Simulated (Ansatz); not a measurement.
A structure relaxed at PBE0-D4/def2-TZVP, charge 0, multiplicity 1:

```xyz
7

C    -1.4470    0.8644    0.2228
C    -0.4257    0.2544    0.0655
C     0.8078   -0.4825   -0.1244
H    -2.3525    1.4053    0.3621
H     0.7314   -1.1553   -0.9817
H     1.6443    0.1975   -0.3017
H     1.0419   -1.0837    0.7574
```

(1) Give its formula and SMILES.

(2) Point group (tolerance 0.08 Å, 0.16 Å for H)?

(3) Summarise the bond lengths by kind.

## Answers

(1) C3H4, `C#CC`.

(2) C3v.

(3) 2 × C–C 1.200 to 1.449 Å; 4 × C–H 1.064 to 1.093 Å.

Computed with Ansatz.
